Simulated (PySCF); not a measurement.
Species: C3H6F2O.
SMILES with atom numbers: `[CH3:1][O:2][C@H:3]([F:4])[CH2:5][F:6]` (hydrogens: H7, H8, H9 on C1; H10 on C3; H11, H12 on C5)

Theory: PySCF, PBE0-D3(BJ)/def2-SVP geometry optimisation, gas phase.

Question: What internal coordinates does the optimisation give?

Answer: 
```tsv
bond	length (bohr)	order
C1–O2	2.657	single
O2–C3	2.569	single
C3–F4	2.608	single
C3–C5	2.854	single
C5–F6	2.578	single
C1–H7, C1–H8, C1–H9	2.082	single
C3–H10	2.097	single
C5–H11	2.082	single
C5–H12	2.083	single
```

Bonds in one row agree within 0.02 bohr and their mean is given. Orders are formal, as drawn. A selection of angles:
```tsv
angle	degrees
O2–C1–H7	111.2
O2–C1–H9	107.4
H7–C1–H8	108.9
C1–O2–C3	114.9
O2–C3–F4	110.8
O2–C3–C5	109.4
O2–C3–H10	111.6
F4–C3–C5	107.2
F4–C3–H10	106.7
C5–C3–H10	111.1
C3–C5–F6	110.0
C3–C5–H11	108.9
C3–C5–H12	108.7
F6–C5–H11	109.8
F6–C5–H12	109.9
H11–C5–H12	109.5
```

Torsions: C1–O2–C3–F4 -72° (synclinal); O2–C3–C5–F6 -69° (synclinal).

The C–O distances run from 1.360 Å (O2–C3, drawn single) to 1.406 Å (C1–O2, drawn single), a spread of 0.046 Å. Of the pairs four or more bonds apart, H7···H10 is among the closest relative to their van der Waals radii: 2.35 Å, 98 % of the sum of Bondi's values.

Point group: C1 (no symmetry element, even within 0.4 Å). Whether it is a minimum is left open (no frequencies). One conformer, not necessarily the lowest.
